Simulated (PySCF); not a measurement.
# The bond of Al2+, level by level

Aim: find the lowest electronic state of Al2+, scan its bond at several levels of theory, and get bond length, wavenumber and dissociation energy from each curve.

Method: Al 6-311G(d,p), no relativity; program: PySCF 2.14.0.

## (1) Set-up

Settings of the job:

```yaml
atoms: Al, Al
charge: 1
basis: Al 6-311G(d,p)
Hamiltonian: no relativity
basis_functions: 52
electrons_treated: 25
masses_in_u: 26.9815, 26.9815
levels: PBE0, PBE, r²SCAN, PBEsol, LDA, MN15, HF, MP2, SCS-MP2, CCSD, CCSD(T)
grid: 80 radial by 434 angular points
occupations: held fixed by the projection of orbital angular momentum
dissociation_limit: Al+ + Al, each in its ground configuration
starting_distance_in_angstrom: 2.490
values_of_2S_to_try: 1, 3
```

Started as:

```
OMP_NUM_THREADS=1 python dia.py task.json out
```

The runs that follow: The PBE0 curve of the state that the search chose; Excited determinants; PBE (GGA); r²SCAN (meta-GGA); PBEsol (GGA); LDA (local density); MN15 (hybrid meta-GGA); ROHF; MP2 and coupled cluster.

What does the calculation give? Wanted: for each run, Re; ωe; De.

The runs gave:

Lowest PBE0 solution found, without spin–orbit coupling: ²Σg⁺ (doublet), unpaired electrons σ ↑. The other levels ran on it alone.

```csv
level,Re (Å),ωe (cm⁻¹),De (eV)
ROHF,3.364,143.0,1.05
ROHF-MP2,3.213,164.8,1.28
ROHF-SCS-MP2,3.225,163.5,1.25
ROHF-CCSD,3.206,164.6,1.27
ROHF-CCSD(T),3.188,167.4,1.30
LDA,3.231,152.4,1.75
PBE,3.293,144.1,1.63
PBEsol,3.259,150.1,1.68
r²SCAN,3.267,148.0,1.60
PBE0,3.239,158.2,1.57
MN15,3.406,110.0,1.42
```

De is counted to Al+ + Al in their ground configurations.

Differences from CCSD(T) in the same basis:

```csv
level,Re (mÅ),ωe (%)
ROHF,+175,-14.6
ROHF-MP2,+24,-1.6
ROHF-SCS-MP2,+36,-2.3
ROHF-CCSD,+18,-1.7
LDA,+43,-9.0
PBE,+105,-13.9
PBEsol,+71,-10.3
r²SCAN,+78,-11.6
PBE0,+51,-5.5
MN15,+217,-34.3
```

In words: Judged by CCSD(T) in the same basis: best bond length ROHF-CCSD (+18 mÅ), worst MN15 (+217 mÅ); best wavenumber ROHF-MP2 (-1.6 %), worst MN15 (-34.3 %). CCSD(T) in a basis this small is itself some way from its limit, more so than the functionals. Of the levels with a De here, ROHF gives the least (1.05 eV) and LDA the most (1.75 eV).

Correlated steps freeze 10 core orbitals.
